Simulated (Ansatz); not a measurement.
# Al₂H (doublet): the correlation ladder at angle Al2–Al1–H3 = 107.6°, 6-31G

Aim: climb from Hartree-Fock through coupled cluster and multireference methods for Al₂H (doublet) at one geometry and basis, and see what each rung misses.

Computed with Ansatz 0.2.0, Gaussian basis. Level: 6-31G, core rule «outside noble gas», up to 10 orbitals frozen.

The runs, in order: UHF; CCSD(T) on ROHF; CCSD(T) on UHF; BCCD(T) on ROHF; CISD; CCSDT(Q) on ROHF; CCSDT(Q) on UHF; CCSDTQ on ROHF; CCSDTQ on UHF; CASSCF and MRCISD+Q, 3 electrons in 3 orbitals; CASSCF and NEVPT2, 3 electrons in 3 orbitals; CASSCF and MRCISD+Q, 7 electrons in 9 orbitals; CASSCF and NEVPT2, 7 electrons in 9 orbitals; Full CI.

12 further runs of the same task are left out: 11 that didn't finish, 1 set aside as unsound or not needed.

**1. The geometry**

The geometry derives from a PBE0/def2-TZVP stationary point (not a proven minimum). One angle is set to the value named; bond lengths are kept.

3 atoms, charge 0, spin multiplicity 2.

Atoms are counted from 1 here; the program's logs count them from 0.

Bond lengths: Al1–Al2 2.677 Å, Al1–H3 1.619 Å. Angles: Al2–Al1–H3 107.6°.

**2. UHF**

The input, in.yaml:

```yaml
crystal:
  periodic: [false, false, false]
  atoms:
    - {symbol: Al, position_ang: [-0.793548, 0.000000, 1.036328]}
    - {symbol: Al, position_ang: [0.787467, 0.000000, -1.123854]}
    - {symbol: H, position_ang: [0.162779, 0.000000, 2.342983]}
basis:
  gaussian: {orbitals: 6-31G}
magnetization: {spin_polarized: true, initial_magnetization: 1}
hamiltonian: {xc: hf}
output: {orbitals: {seedname: orbitals}}
```

Launch:

```console
> ansatz run in.yaml --threads 1 --pin off --events-out ev --progress --plain --max-ram 2393MiB
```

After this run come: CCSD(T) on ROHF; CCSD(T) on UHF; BCCD(T) on ROHF; CISD; CCSDT(Q) on ROHF; CCSDT(Q) on UHF; CCSDTQ on ROHF; CCSDTQ on UHF; CASSCF and MRCISD+Q, 3 electrons in 3 orbitals; CASSCF and NEVPT2, 3 electrons in 3 orbitals; CASSCF and MRCISD+Q, 7 electrons in 9 orbitals; CASSCF and NEVPT2, 7 electrons in 9 orbitals; Full CI.

**Question.** What will the summary of the whole plan be? Wanted: FCI below the RHF energy; RMP2 from FCI; UMP2 from FCI; RCCSD from FCI; RCCSD(T) from FCI; UCCSD(T) from FCI; RCCSDT(Q) from FCI; UCCSDT(Q) from FCI; NEVPT2 pair from FCI.

As calculated:

| quantity | value |
| --- | --- |
| FCI below the RHF energy | -2.3745 eV |
| RMP2 from FCI | +22.12 kcal/mol |
| UMP2 from FCI | +22.08 kcal/mol |
| RCCSD from FCI | +2.88 kcal/mol |
| RCCSD(T) from FCI | +1.00 kcal/mol |
| UCCSD(T) from FCI | +0.99 kcal/mol |
| RCCSDT(Q) from FCI | +0.04 kcal/mol |
| UCCSDT(Q) from FCI | +0.03 kcal/mol |
| NEVPT2 pair from FCI | +16.83 kcal/mol |
| MRCISD+Q pair from FCI | +1.09 kcal/mol |
| NEVPT2 valence from FCI | +3.89 kcal/mol |
| levels within 1 kcal/mol (43 meV) | RCCSD(T), UCCSD(T), RCCSDT, UCCSDT, RCCSDT(Q), UCCSDT(Q), RCCSDTQ, UCCSDTQ, MRCISD valence, MRCISD+Q valence |
| T1 diagnostic | 0.049 |
| effectively unpaired electrons | 1.25 |

What this shows: RCCSD(T) misses by +1.00 kcal/mol, 1.8 % of the correlation energy. The occupations show some static correlation. Of the multireference levels listed MRCISD+Q valence comes nearest in total energy (+0.12 kcal/mol), which doesn't show that its space is the better one. Coupled cluster took another determinant than the lowest Hartree-Fock one. These misses are within one basis, not against nature; the frozen cores of restricted and unrestricted runs differ, which can shift their rows.
